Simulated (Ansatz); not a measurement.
## Predicting a hybrid from its neighbours: C2H2F2 (vinylidene fluoride)

C2H2F2 has 6 atoms, charge 0, and is taken as a singlet. As SMILES, `C=C(F)F`. Geometry: relaxed at PBE0-D4/def2-TZVP.

The HOMO–LUMO gap y, in eV, basis aug-cc-pVDZ; a is the functional's share of exact exchange. Programs: Ansatz 0.2.0.

```
functional  program     a  y (eV)
    r2SCAN   Ansatz     0    6.35
    revPBE   Ansatz     0    5.81
     B3LYP   Ansatz   0.2    7.34
      PBE0   Ansatz  0.25    7.83
   r2SCAN0   Ansatz  0.25       ?
     BHLYP   Ansatz   0.5    9.24
```

Q: Fit y = c + s·a to the known rows and predict r2SCAN0.

A: 
1. Means of the 5 rows: a = 0.1900, y = 7.314.
2. Σ(Δa)² = 0.172, Σ(Δa·Δy) = 1.0972, so the slope is 1.0972/0.172 = 6.3791.
3. Intercept: 7.314 − (6.3791) × 0.1900 = 6.102. The largest residual of the fit is 0.29.
4. r2SCAN0: 6.102 + (6.3791) × 0.25 = 7.70 eV.

The run gave 8.42 eV, so the prediction is off by -0.72 eV, more than the scatter of the fit. Exact exchange lowers occupied levels and raises empty ones. The rows mix families of semi-local functionals, which the line can't see.
